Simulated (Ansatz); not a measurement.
What each rung costs, and what it gives

The pair of CH₄ (SMILES C, atoms 1–5) and SiH₃Cl (SMILES [SiH3]Cl, atoms 6–10), both closed shells, in one local arrangement (a lower one may exist), relaxed at PBE0-D4/def2-TZVP:

```csv
atom,x (Å),y (Å),z (Å)
C1,-0.1120,-0.1193,-2.1102
H2,-0.5891,0.6077,-1.4538
H3,0.9709,-0.0418,-2.0142
H4,-0.3990,0.0775,-3.1428
H5,-0.4299,-1.1238,-1.8310
Si6,0.2000,0.0327,2.1487
Cl7,-1.1931,1.4098,1.5285
H8,1.2801,0.7498,2.8642
H9,0.7388,-0.6610,0.9575
H10,-0.4667,-0.9317,3.0532
```

Interaction energies are counterpoise-corrected; the time is that of the whole pair.

Ansatz 0.2.0; basis: as named in each row; cores frozen in the correlated methods. B3LYP uses VWN-RPA correlation. Extrapolation: Hartree–Fock as exp(−7.88 √X), correlation as X^−2.97.

Times are rough, for one single point on 4 threads of a shared host (Arm Neoverse V1).

The estimate by CCSD(T) at an estimated basis limit (MP2 extrapolated from triple and quadruple zeta, plus CCSD(T) − MP2 in triple zeta) is -0.79 kcal/mol.

| method | basis | time (s) | interaction energy (kcal/mol) | method less estimate |
| --- | --- | --- | --- | --- |
| HF | STO-3G | under 1 | 0.31 | 1.10 |
| PBE-D4 | STO-3G | under 1 | -0.92 | -0.13 |
| SPW92 | def2-SVP | under 1 | -1.23 | -0.43 |
| B3LYP-D4 | 6-31G | under 1 | -0.86 | -0.07 |
| PBE-D4 | def2-SVP | under 1 | -1.02 | -0.22 |
| PBE0-D4 | def2-SVP | under 1 | -0.94 | -0.15 |
| CCSD(T) | def2-SVP | 1 | -0.06 | 0.73 |
| PBE-D4 | def2-TZVPPD | 2 | -1.04 | -0.25 |
| revPBE-D4 | def2-TZVPPD | 2 | -0.83 | -0.04 |
| BLYP-D4 | def2-TZVPPD | 2 | -0.69 | 0.11 |
| PBE0-D4 | def2-TZVPPD | 2 | -0.94 | -0.14 |
| HSE06-D4 | def2-TZVPPD | 2 | -0.94 | -0.15 |
| B3LYP-D4 | def2-TZVPPD | 3 | -0.80 | -0.01 |
| wB97M-V | def2-SVP | 3 | -0.63 | 0.16 |
| r2SCAN-D4 | def2-TZVPPD | 4 | -0.66 | 0.13 |
| B2PLYP | def2-TZVPPD | 4 | -0.04 | 0.75 |
| wB97X-V | def2-TZVPPD | 6 | -0.80 | -0.01 |
| B97M-V | def2-TZVPPD | 8 | -0.73 | 0.07 |
| wB97M-V | def2-TZVPPD | 8 | -0.73 | 0.06 |
| MP2 | def2-QZVPPD | 16 | -0.74 | 0.05 |
| CCSD(T) | def2-TZVPPD | 79 | -0.65 | 0.14 |

T1 diagnostic: at most 0.009.
